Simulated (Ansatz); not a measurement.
**C₂H₂N₂S: ionisation energy by level of theory**

One table from this session's results is given with a row withheld; the runs are named, their logs left out.

Program: Ansatz 0.2.0, Gaussian basis. Level of theory: unrestricted cation, the program's frozen cores in correlated methods. These are calculated values, not measurements.

Levels to be run: UKS PBE-D4/def2-TZVPP; UKS r2SCAN-D4/def2-TZVPP; UKS PBE0-D4/def2-TZVPP; UKS B3LYP-D4/def2-TZVPP; UKS wB97X-V/def2-TZVPP; UKS wB97M-V/def2-TZVPP; UKS B2PLYP/def2-TZVPP; UHF-CCSD(T)/def2-TZVPP; UHF-MP2/def2-QZVPP; extrapolation to the limit; then −ε(HOMO) from the neutral's earlier runs with LDA (SPW92), PBE-D4, revPBE-D4, BLYP-D4, r2SCAN-D4, B97M-V, PBE0-D4, B3LYP-D4, r2SCANh-D4, r2SCAN0-D4, HSE06-D4, BHLYP-D4, CAM-B3LYP-D4, LC-ωPBE, ωB97X-V, ωB97M-V.

## The geometry

All runs share one geometry, relaxed beforehand with PBE0-D4 in a triple-zeta def2 set.

7 atoms, charge 0, spin multiplicity 1.

Atoms are counted from 1 here; the program's logs count them from 0.

Bond lengths: C1–N2 1.295 Å, C1–S5 1.712 Å, C1–H6 1.081 Å, N2–N3 1.351 Å, N3–C4 1.295 Å, C4–S5 1.712 Å, C4–H7 1.081 Å. Angles: N2–C1–S5 114.2°, N2–C1–H6 123.1°, S5–C1–H6 122.6°, C1–N2–N3 112.6°, N2–N3–C4 112.6°, N3–C4–S5 114.2°, N3–C4–H7 123.1°, S5–C4–H7 122.6°, C1–S5–C4 86.4°.

The first run:

The input, in.yaml:

```yaml
crystal:
  periodic: [false, false, false]
  atoms:
    - {symbol: C, position_ang: [-0.441917, 0.686994, 0.847856]}
    - {symbol: N, position_ang: [-1.253550, -0.118183, 0.239831]}
    - {symbol: N, position_ang: [-0.637418, -0.855120, -0.710875]}
    - {symbol: C, position_ang: [0.627135, -0.591667, -0.801713]}
    - {symbol: S, position_ang: [1.175754, 0.605146, 0.292905]}
    - {symbol: H, position_ang: [-0.753862, 1.355046, 1.638116]}
    - {symbol: H, position_ang: [1.283858, -1.082217, -1.506120]}
basis:
  gaussian: {orbitals: def2-TZVPP}
total_charge: 1
magnetization: {spin_polarized: true, initial_magnetization: 1}
hamiltonian: {xc: pbe, dispersion: d4}
```

Run with:

```
$ ansatz run in.yaml --threads 4 --pin off --events-out ev --progress --plain --max-ram 10444MiB
```

Steps of the session up to this table: Cation, UKS PBE-D4/def2-TZVPP; Cation, UKS r2SCAN-D4/def2-TZVPP; Cation, UKS PBE0-D4/def2-TZVPP; Cation, UKS B3LYP-D4/def2-TZVPP; Cation, UKS wB97X-V/def2-TZVPP; Cation, UKS wB97M-V/def2-TZVPP; Cation, UKS B2PLYP (frozen core)/def2-TZVPP; Cation, UHF-CCSD(T)/def2-TZVPP; Cation, UHF-MP2/def2-QZVPP.

One of the session's tables, all rows but one given; the rest of the session is left out.

For comparison, −ε(HOMO) of the neutral from earlier runs:

| functional | −ε(HOMO) (eV) |
| --- | --- |
| LDA (SPW92) | 6.41 |
| PBE-D4 | 6.32 |
| revPBE-D4 | 6.28 |
| BLYP-D4 | 6.19 |
| r2SCAN-D4 | 6.69 |
| B97M-V | 6.90 |
| PBE0-D4 | 7.87 |
| B3LYP-D4 | 7.59 |
| r2SCANh-D4 | 7.26 |
| r2SCAN0-D4 | 8.13 |
| HSE06-D4 | 7.47 |
| BHLYP-D4 | 9.37 |
| CAM-B3LYP-D4 | 9.26 |
| LC-ωPBE | 10.60 |
| ωB97X-V | 10.30 |
| ωB97M-V | ? |

**Question.** Estimate the row for ωB97M-V.

**Answer.** −ε(HOMO) (eV): 10.22. In the column «−ε(HOMO) (eV)» it lies between BHLYP-D4 (9.37) and ωB97X-V (10.30).
